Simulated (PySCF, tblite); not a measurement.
C₅H₇Cl.
Atom-mapped SMILES: `[Cl:1][C@@H:2]1[CH2:3][C:4]12[CH2:5][CH2:6]2` (hydrogens: H7 on C2; H8, H9 on C3; H10, H11 on C5; H12, H13 on C6)

Computed geometry: GFN2-xTB, gas phase.

**Question.** Give the optimised bond lengths and angles.

**Answer.** 
| bond | length (Å) |
| --- | --- |
| Cl1–C2 | 1.762 |
| C2–C3 | 1.511 |
| C3–C4 | 1.482 |
| C4–C5 | 1.481 |
| C5–C6 | 1.511 |
| C2–C4 | 1.473 |
| C4–C6 | 1.479 |
| C2–H7 | 1.082 |
| C3–H8 | 1.080 |
| C3–H9 | 1.081 |
| C5–H10 | 1.080 |
| C5–H11 | 1.080 |
| C6–H12 | 1.080 |
| C6–H13 | 1.080 |

A selection of angles:
| angle | degrees |
| --- | --- |
| Cl1–C2–C3 | 118.6 |
| Cl1–C2–C4 | 119.2 |
| Cl1–C2–H7 | 110.7 |
| C3–C2–C4 | 59.5 |
| C3–C2–H7 | 119.8 |
| C4–C2–H7 | 120.6 |
| C2–C3–C4 | 59.0 |
| C2–C3–H8 | 117.6 |
| C2–C3–H9 | 117.8 |
| C4–C3–H8 | 118.2 |
| C4–C3–H9 | 119.5 |
| H8–C3–H9 | 114.0 |
| C3–C4–C5 | 138.6 |
| C3–C4–C6 | 137.8 |
| C5–C4–C6 | 61.4 |
| C2–C4–C3 | 61.5 |
| C2–C4–C5 | 137.0 |
| C2–C4–C6 | 137.2 |
| C4–C5–C6 | 59.2 |
| C4–C5–H10 | 118.2 |
| C4–C5–H11 | 118.5 |
| C6–C5–H10 | 118.2 |
| C6–C5–H11 | 118.4 |
| H10–C5–H11 | 113.9 |
| C5–C6–H12 | 118.3 |
| C5–C6–H13 | 118.4 |
| C4–C6–C5 | 59.4 |
| C4–C6–H12 | 118.1 |
| C4–C6–H13 | 118.4 |
| H12–C6–H13 | 113.8 |

Dihedral angles: Cl1–C2–C3–C4 -109° (anticlinal); C2–C3–C4–C5 -130° (anticlinal); C3–C4–C5–C6 -131° (anticlinal); Cl1–C2–C4–C3 108° (anticlinal); C3–C4–C6–C5 132° (anticlinal).

The 3-membered ring C4–C5–C6 has internal angles of 59.2° to 61.4°. The C–C distances run from 1.473 Å (C2–C4, drawn single) to 1.511 Å (C2–C3, drawn single), a spread of 0.038 Å. The 3-membered ring C2–C3–C4 has internal angles of 59.0° to 61.5°.

Point group: C1 (no symmetry element, even within 0.4 Å). Its GFN2-xTB frequencies are all real (lowest 137 cm⁻¹).
